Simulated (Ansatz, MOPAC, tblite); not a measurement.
How methods differ on C2H2F4 (norflurane)

C2H2F4, singlet, SMILES `FCC(F)(F)F`. Each level relaxes the structure for itself.

Quantity: the highest harmonic wavenumber at each level's own minimum, in cm⁻¹. The values are calculated.

| level | kind | program | value (cm⁻¹) |
| --- | --- | --- | --- |
| MNDOD | semi-empirical | MOPAC | 3255 |
| PM3 | semi-empirical | MOPAC | 3019 |
| RM1 | semi-empirical | MOPAC | 2926 |
| GFN1-xTB | semi-empirical | tblite | 3044 |
| HF/STO-3G | Hartree–Fock | Ansatz | 3672 |
| HF/3-21G | Hartree–Fock | Ansatz | 3360 |
| HF/6-31G* (Cartesian functions) | Hartree–Fock | Ansatz | 3349 |
| PBE/def2-SVP | GGA | Ansatz | 3045 |
| PBE0-D4/def2-TZVP | global hybrid | Ansatz | 3143 |
| B3LYP/6-31G* (Cartesian functions) | global hybrid | Ansatz | 3138 |

Harmonic and unscaled. The values span 2926 to 3672 cm⁻¹. Without the sets that lack polarisation functions the rows with a basis span only 3045 to 3349 cm⁻¹.
